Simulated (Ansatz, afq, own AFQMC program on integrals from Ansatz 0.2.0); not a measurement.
AFQMC on a folder of integrals that Ansatz 0.2.0 wrote.

```yaml
crystal:
  periodic: [false, false, false]
  atoms:
    - {symbol: Al, position_ang: [0.000000, 0.000000, 0.000000]}
    - {symbol: H, position_ang: [0.000000, 0.000000, 4.426000]}
basis:
  gaussian: {orbitals: cc-pVTZ}
magnetization: {spin_polarized: true, initial_magnetization: 2}
correlation: {method: ccsd_t, electrons: outside_noble_gas, hamiltonian_folder: ham}
```

```sh
$ ansatz run in.yaml --threads 1 --pin off --events-out ev --progress --plain --max-ram 24576MiB --backend cuda --devices 0, --max-vram 18GiB
```

afq runs on the folder ham with

```
--method phaseless --trial hf --walkers 4000 --populations 20 --least-time 40 --time-step 0.005 --steps-per-block 20 --equilibration-blocks 160 --max-blocks 4000 --target-error 0.0012000 --factor-cut 1e-05 --start spin_pure --seed 390 --taylor-order 6
```

Times are imaginary, in 1/Eh. The walk had a cap of 52 s. With eight or more populations the least sampling time is a fifth of least-time, and the error comes from their spread.

Log:

```
orbitals 43  electrons 3 1  factors 257 of 283
reference energy -242.37886577 Eh
CCSD correlation -0.05111176 Eh in 10 cycles, weight of the determinant in the CISD state 0.9309
energy of the start -242.379012 Eh
 block  time / (1/Eh)  mean weight  energy / Eh
     1     0.100  1.0000  -242.383857
     2     0.200  1.0001  -242.388002
     3     0.300  1.0002  -242.391708
     4     0.400  1.0001  -242.394645
     5     0.500  1.0000  -242.397726
     7     0.700  1.0001  -242.402377
     9     0.900  1.0002  -242.406033
    13     1.300  1.0001  -242.411633
    25     2.500  1.0000  -242.422928
    37     3.700  1.0001  -242.428437
    49     4.900  1.0000  -242.430175
    61     6.100  1.0001  -242.430669
    73     7.300  0.9999  -242.431390
    85     8.500  1.0000  -242.430998
    97     9.700  0.9997  -242.429572
   109    10.900  1.0000  -242.432527
   121    12.100  1.0000  -242.430086
   133    13.300  1.0000  -242.428643
   145    14.500  0.9996  -242.428432
   157    15.700  1.0001  -242.429141
   169    16.900  1.0001  -242.426967
   181    18.100  0.9998  -242.426715
   193    19.300  0.9998  -242.427540
   205    20.500  0.9998  -242.430253
   217    21.700  1.0000  -242.427877
   229    22.900  1.0000  -242.428099
   235    23.500  0.9998  -242.429339
error from the spread of 20 populations
energy -242.428121 +/- 0.000436 Eh
(rows thinned)
```

The run passed its tests (sampling time, drift between the halves within three errors, error under three times the target), which doesn't prove that it has relaxed.

Against this walk (error 11.9 meV) on the same determinant: CCSD(T) 81.8 meV lower, CCSDT(Q) 94.7 meV lower, full CI 94.7 meV lower, a separate phaseless walk with a CISD trial and standard settings 89.9 ± 11.9 meV lower. The error is statistical and leaves out the bias of the constraint. Full CI is exact here, so the walk's 95 meV above it is the walk's own error: the bias of the constraint with this trial. It lies above even CCSD, by 51 meV.

Cautions: constraint bias not in the error; lower spins were not checked.

The walk took 21 s on 1 × NVIDIA H100 80GB HBM3 with 2 threads of AMD EPYC 7R13 Processor (Zen 3) (shared host) (the card was shared). The log's last line is the phaseless energy.

CCSDT and higher add their correlation energy to the determinant of the CCSD(T) run, since their own runs factorise the integrals more tightly (a shift of under 2 meV). A walk keeps the symmetry of its determinant, which the program's search chose and which needn't be the lowest solution, so a lower state of the same spin and another symmetry isn't excluded.
